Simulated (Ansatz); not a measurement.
Consider the formal loss of a carbene: `CC(C)(F)F` → `CC(F)F` + `[CH2]` (triplet).

Program: Ansatz. Geometries: PBE0-D4/def2-TZVP. ΔE: electronic, gas phase. CCSD(T)/CBS adds triple-zeta CCSD(T) − MP2 to the extrapolated MP2 energy (def2 sets, frozen cores). This one scheme is used for every species. Functionals use def2-TZVPP. B3LYP here is the variant with VWN-RPA as its local correlation; programs differ in this. HSE06 is defined as in plane-wave codes. Triplets are unrestricted, without spin–orbit coupling.

| level | ΔE (eV) | difference from CCSD(T)/CBS |
| --- | --- | --- |
| LDA (SPW92) | 5.57 | 0.78 |
| PBE-D4 | 4.81 | 0.02 |
| revPBE-D4 | 4.67 | -0.12 |
| BLYP-D4 | 4.66 | -0.13 |
| r2SCAN-D4 | 4.57 | -0.22 |
| B97M-V | 4.82 | 0.03 |
| B3LYP-D4 | 4.68 | -0.11 |
| r2SCAN0-D4 | 4.53 | -0.26 |
| HSE06-D4 | 4.74 | -0.05 |
| BHLYP-D4 | 4.58 | -0.21 |
| CAM-B3LYP-D4 | 4.76 | -0.03 |
| ωB97X-V | 4.90 | 0.11 |
| ωB97M-V | 4.82 | 0.03 |
| B2PLYP | 4.66 | -0.13 |
| PBE-QIDH | 4.73 | -0.06 |
| PBE | 4.75 | -0.04 |
| revPBE | 4.46 | -0.33 |
| BLYP | 4.52 | -0.27 |
| r2SCAN | 4.55 | -0.24 |
| PBE0 | 4.68 | -0.11 |
| B3LYP | 4.57 | -0.22 |
| r2SCANh | 4.53 | -0.26 |
| r2SCAN0 | 4.51 | -0.28 |
| HSE06 | 4.69 | -0.10 |
| CAM-B3LYP | 4.70 | -0.09 |
| LC-ωPBE | 4.66 | -0.13 |
| RPA@PBE/def2-TZVPP | 4.59 | -0.20 |
| HF/def2-SVP | 3.33 | -1.46 |
| MP2/def2-SVP | 4.72 | -0.07 |
| CCSD(T)/def2-SVP | 4.64 | -0.15 |
| MP2/def2-TZVPP | 4.79 | 0.00 |
| SCS-MP2/def2-TZVPP | 4.78 | -0.01 |
| CCSD/def2-TZVPP | 4.54 | -0.25 |
| CCSD(T)/def2-TZVPP | 4.66 | -0.13 |
| HF/def2-QZVPP | 3.24 | -1.55 |
| MP2/def2-QZVPP | 4.86 | 0.07 |
| SCS-MP2/def2-QZVPP | 4.87 | 0.08 |
| HF/CBS(def2) | 3.24 | -1.55 |
| MP2/CBS(def2) | 4.92 | 0.13 |
| CCSD/CBS(def2) | 4.67 | -0.12 |
| CCSD(T)/CBS | 4.79 | 0 |

Largest T1 diagnostic among the species: 0.011.

From PBE to PBE0 (25 % exact exchange), in def2-TZVPP and without D4, ΔE moves by −0.07 eV. Leaving LDA and LC-ωPBE aside and taking each functional with its dispersion term where it has one, the values spread over 0.38 eV, from r2SCAN0-D4 to ωB97X-V. LDA lies +0.82 eV from PBE without D4.
